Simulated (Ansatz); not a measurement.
**CHNSi (singlet): from Hartree-Fock to the top rungs, cc-pVDZ**

The task here is to estimate one member of a computed series from the others.

Computed with Ansatz 0.2.0, Gaussian basis. Level: cc-pVDZ, core rule «outside noble gas», up to 7 orbitals frozen.

Plan: UHF; CCSD(T) on RHF; CCSD(T) on UHF; BCCD(T) on RHF; CISD; CCSDT(Q) on RHF; CCSDT(Q) on UHF; CASSCF and MRCISD+Q, 8 electrons in 8 orbitals; CASSCF and NEVPT2, 8 electrons in 8 orbitals.

20 further runs of the same task are left out: 6 that didn't finish, 14 set aside as unsound or not needed.

## The geometry

The geometry is a PBE0/def2-TZVP stationary point (not a proven minimum) of the parent state, kept for this charge and spin.

4 atoms, charge 0, spin multiplicity 1.

Atoms are counted from 1 here; the program's logs count them from 0.

Bond lengths: C1–N2 1.240 Å, C1–Si3 1.952 Å, N2–H4 1.013 Å. Angles: N2–C1–Si3 78.7°, C1–N2–H4 135.7°.

Geometry (Å):

```
C     0.0000   -0.7848    0.7802
N     0.0000    0.4093    1.1140
Si    0.0000    0.0986   -0.9607
H     0.0000    0.9166    1.9911
```

Set-up of the first run:

Input file in.yaml:

```yaml
crystal:
  periodic: [false, false, false]
  atoms:
    - {symbol: C, position_ang: [0.000000, -0.784833, 0.780179]}
    - {symbol: N, position_ang: [0.000000, 0.409287, 1.114041]}
    - {symbol: Si, position_ang: [0.000000, 0.098619, -0.960690]}
    - {symbol: H, position_ang: [0.000000, 0.916592, 1.991118]}
basis:
  gaussian: {orbitals: cc-pVDZ}
magnetization: {spin_polarized: true, initial_magnetization: 0}
hamiltonian: {xc: hf}
output: {orbitals: {seedname: orbitals}}
```

On the command line:

```sh
$ ansatz run in.yaml --threads 1 --pin off --events-out ev --progress --plain --max-ram 2393MiB
```

Steps of the session up to this table: UHF; CCSD(T) on RHF; CCSD(T) on UHF; BCCD(T) on RHF; CISD; CCSDT(Q) on RHF; CCSDT(Q) on UHF; CASSCF and MRCISD+Q, 8 electrons in 8 orbitals; CASSCF and NEVPT2, 8 electrons in 8 orbitals.

One table of the session follows, with a row left open; its other results are not shown here.

It belongs to the step «Misses and costs». 

```
   method  from RCCSDT(Q) (kcal/mol)
      RHF                    +257.29
      UHF                    +242.27
     RMP2                     +30.29
     CISD                          ?
    RCCSD                     +13.93
 RCCSD(T)                      +1.99
  BCCD(T)                      +1.97
   RCCSDT                      +1.39
RCCSDT(Q)                          0
```

**Question.** Estimate the row for CISD.

**Answer.** from RCCSDT(Q) (kcal/mol): +42.77. In the column «from RCCSDT(Q) (kcal/mol)» it lies between RMP2 (+30.29) and UHF (+242.27).

Not comparable, so not listed: CCSD(T) on UHF; CASSCF and NEVPT2, 8 electrons in 8 orbitals (they don't share determinant, frozen orbitals or solution with the rows shown, or repeat one).

Caveats from the session: The determinant is far from a pure spin state, so its energy mixes those of several spin states (harmless only where they are near-degenerate, as at dissociation). Left out of the table: CASSCF frontier, MRCISD frontier, MRCISD+Q frontier (the active space lost an orbital or holds another state than full CI finds). Warnings: restricted reference is unstable; spin contamination; large T1 diagnostic. Warnings in the runs' records: passed over end.
